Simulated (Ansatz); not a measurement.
Predict the output of the script below (Ansatz's Python interface).

The script, `fci_bh2.py`:
```python
"""How close coupled cluster comes to full CI on BH2."""

import ansatz as az

geometry_ang = [
    ("B", (0.26284, -0.16623, 0.12864)),
    ("H", (0.28002, 0.98532, 0.26098)),
    ("H", (-0.54286, -0.81909, -0.38963)),
]
system = az.Crystal.molecule()
for symbol, xyz in geometry_ang:
    system = system.atom(symbol, xyz)

base = (
    system.calculation()
    .basis(gaussian="STO-3G")
    .spin("collinear", total=1)
)
exact = base.correlation("fci").run().report
print(f"full CI {exact['free_energy_ev'] / 27.211386246:.7f} Ha over {exact['configurations']['states'][0]['n_determinants']} determinants")
print("natural occupations", [round(n, 4) for n in exact["configurations"]["natural_occupations"]])
print(f"hf       misses {1000 * (exact['reference_energy_ev'] - exact['free_energy_ev']) / 27.211386246:9.3f} mHa")
for method in ["mp2", "ccsd", "ccsd_t", "bccd_t"]:
    e = base.correlation(method).run().report["free_energy_ev"]
    print(f"{method:8s} misses {1000 * (e - exact['free_energy_ev']) / 27.211386246:9.3f} mHa")
```

```console
$ python fci_bh2.py
full CI -25.4456133 Ha over 150 determinants
natural occupations [1.9787, 1.9767, 0.997, 0.0198, 0.0162, 0.0116]
hf       misses    36.226 mHa
mp2      misses    12.563 mHa
ccsd     misses     0.344 mHa
ccsd_t   misses     0.148 mHa
bccd_t   misses     0.148 mHa
```

Reading the output:
- Total energies depend on the basis set; only differences at equal settings carry meaning.
- Full CI is exact only within this small basis and its frozen core, at an unrelaxed geometry.
- The run takes the species as open-shell (spin multiplicity 2), which needn't be its ground state.
- Finished in 1.1 s on 1 thread of Arm Neoverse V1 (shared host), peak memory 0.13 GiB.
